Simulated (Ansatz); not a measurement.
Ideal-gas functions of Cl2HSi (`Cl[SiH]Cl`) radical at 600 K and 1 bar, from an Ansatz frequency run at PBE0-D4/def2-TZVP.

Molar mass 100.0 g/mol, point group Cs (symmetry number 1), electronic degeneracy 2, moments of inertia 31.871, 201.207, 230.232 u Å². Harmonic wavenumbers (cm⁻¹, unscaled): 178, 518, 581, 653, 742, 2187.

Use S(trans) = R[1.5 ln M + 2.5 ln T − 1.1517]; rotational temperatures θ = 24.2544 K / I; S(rot) = R[ln(√π/σ · √(T³/θAθBθC)) + 1.5]; for each mode x = 1.438777 ν̃/T, S = R[x/(eˣ − 1) − ln(1 − e⁻ˣ)] and H = RT x/(eˣ − 1); 1 cm⁻¹ = 0.0119627 kJ/mol; R = 8.31446 J/(mol·K).

Question: By hand: the entropy, in J/(mol·K).

Answer: Translation 180.8. Rotation: θ = 0.761, 0.1205, 0.1053 K, giving 116.3. Vibration, mode by mode: 15.46, 7.03, 6.20, 5.39, 4.54, 0.28, in all 38.9. Electronic 5.8. Sum 341.8 J/(mol·K).

Question: By hand: H − E and G − E in kJ/mol, counted from the electronic energy.

Answer: Zero-point energy ½ × 4859 × 0.0119627 = 29.1; thermal vibration 12.8; translation, rotation and pV give 4 RT = 20.0. H − E = 61.9 kJ/mol, and G − E = 61.9 − 600 × 341.8/1000 = -143.2 kJ/mol.

Vibration gives 11 % of the entropy.
